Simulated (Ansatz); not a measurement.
**O2 (oxygen): methods side by side**

O2 has 2 atoms, charge 0, and is taken as a triplet. SMILES: `O=O`. Geometry: optimised at PBE0/def2-SVP.

```xyz
2

O     0.5076   -0.1642    0.2614
O    -0.5076    0.1642   -0.2614
```

Quantity: the electronic atomisation energy, in eV. The values are calculated. Electronic energies at fixed atoms, without zero-point motion or spin-orbit coupling.

| level | kind | program | value (eV) |
| --- | --- | --- | --- |
| UBLYP/def2-TZVPP | GGA | Ansatz | 5.84 |
| UB3LYP/def2-TZVPP | global hybrid | Ansatz | 5.36 |
| UPBE0-D4/def2-TZVPP | global hybrid | Ansatz | 5.40 |
| U-wB97M-V/def2-TZVPP | range-separated hybrid | Ansatz | 5.34 |
| UCAM-B3LYP/def2-TZVPP | range-separated hybrid | Ansatz | 5.40 |
| UB2PLYP/def2-TZVPP | double hybrid | Ansatz | 5.28 |
| RPA@PBE/def2-TZVPP | RPA | Ansatz | 4.67 |
| UMP2/def2-TZVPP | perturbation theory | Ansatz | 5.42 |

The values span 4.67 to 5.84 eV.
